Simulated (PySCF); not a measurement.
These 5 structures share the formula C4H4F2. Method: PBE0-D3(BJ)/def2-SVP geometry optimisation, gas phase (PySCF). Energies are electronic, without zero-point or thermal terms, for one conformer each. No frequencies were run at this level. Point groups hold within 0.08 Å.

Task: Rank from lowest to highest electronic energy at this level (kcal/mol).
A. `FCC#CCF`
B. `[CH2:1]=[CH:2][CH:3]=[C:4]([F:5])[F:6]` with C1–C2–C3–C4 180°
C. `C1(F)CCC=1F`
D. `[CH2:1]=[C:2]=[CH:3][CH:4]([F:5])[F:6]` with C2–C3–C4–F5 -123°
E. `F[C@@H]1C=C[C@H]1F`

Result: B (0.0), C (9.2), E (12.1), D (13.4), A (30.2).

As drawn, the lowest has two fluorines on one carbon and a C=C bond outside aromatic rings, which the highest lacks; the highest has a C≡C bond, which the lowest lacks. Neighbours under 2.5 kcal/mol apart (F[C@@H]1C=C[C@H]1F and C=C=CC(F)F) can change places with a better method, another conformer or zero-point energy.

| SMILES | E (Eh) | E rel (kcal/mol) | dipole (D) | point group | A, B, C (MHz) |
| --- | --- | --- | --- | --- | --- |
| C=CC=C(F)F | -353.83371 | 0.0 | 0.80 | Cs | 9834, 1953, 1629 |
| FC1=C(F)CC1 | -353.81903 | 9.2 | 2.05 | C2v | 4871, 3812, 2199 |
| F[C@@H]1C=C[C@H]1F | -353.81445 | 12.1 | 1.80 | C2 | 5677, 3414, 2356 |
| C=C=CC(F)F | -353.81237 | 13.4 | 2.44 | – | 8580, 1898, 1680 |
| FCC#CCF | -353.78554 | 30.2 | 1.83 | C2 | 15973, 1177, 1170 |
